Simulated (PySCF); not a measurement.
Isomers of C4H7N: computed energies against enthalpies of formation

**Experimental background.**

CRC Handbook of Chemistry and Physics lists, for the gas at 298.15 K: enthalpy of formation of `CC(C)C#N` (isobutyronitrile) 23.4 kJ/mol; enthalpy of formation of `CCCC#N` 33.6 kJ/mol.

The runs below try to reproduce these values; the comparison stands at the end.

Differences of these values give the isomerisation enthalpies. Geometries: GFN2-xTB; runs in PySCF, gas phase, with a dispersion term only where the level names one. Total electronic energies (Eh):

```json
{"SMILES": "CC(C)C#N", "PBE0/pcSseg-1": "-211.09589"}
{"SMILES": "CCCC#N", "PBE0/pcSseg-1": "-211.09544"}
```

Geometry of `CC(C)C#N` (Å):
```
atom  x, y, z in Å
C1     1.2078   -0.4183    0.4435
C2     0.1017    0.2015   -0.4156
C3    -1.2431   -0.4976   -0.1957
C4    -0.0281    1.6057   -0.0963
N5    -0.1351    2.7127    0.1677
H6     1.3289   -1.4686    0.1875
H7     0.9534   -0.3442    1.4988
H8     2.1543    0.0926    0.2800
H9     0.3809    0.1307   -1.4745
H10   -1.5389   -0.4283    0.8490
H11   -2.0191   -0.0390   -0.8046
H12   -1.1615   -1.5480   -0.4658
```

Geometry of `CCCC#N` (Å):
```
atom  x, y, z in Å
C1    -1.2720   -0.4966   -0.3345
C2    -0.4172    0.3524    0.5981
C3     0.9513    0.6708   -0.0194
C4     1.7254   -0.5286   -0.2117
N5     2.3300   -1.4882   -0.3554
H6    -2.2289   -0.7214    0.1297
H7    -1.4588    0.0280   -1.2697
H8    -0.7703   -1.4350   -0.5610
H9    -0.2702   -0.1751    1.5432
H10   -0.9276    1.2938    0.8127
H11    1.5177    1.3422    0.6327
H12    0.8219    1.1570   -0.9908
```

Zero-point and thermal terms are left out, so the computed numbers are electronic energies.

## Comparison

Relative to `CC(C)C#N`, the lowest by measurement, in kJ/mol (measured: enthalpies at 298.15 K; computed: electronic energies):

```tsv
SMILES	measured	PBE0/pcSseg-1
CC(C)C#N	0.0	0.0
CCCC#N	10.2	1.2
```

Measured values: 23.4 kJ/mol (298.15 K; CRC Handbook of Chemistry and Physics) for the first row; the others come from the same table. Unsigned miss: PBE0/pcSseg-1 9.0 kJ/mol. One conformer stands for `CCCC#N`, not necessarily the lowest, while the measurement averages over conformers. Where a level misses, the cause wasn't examined.
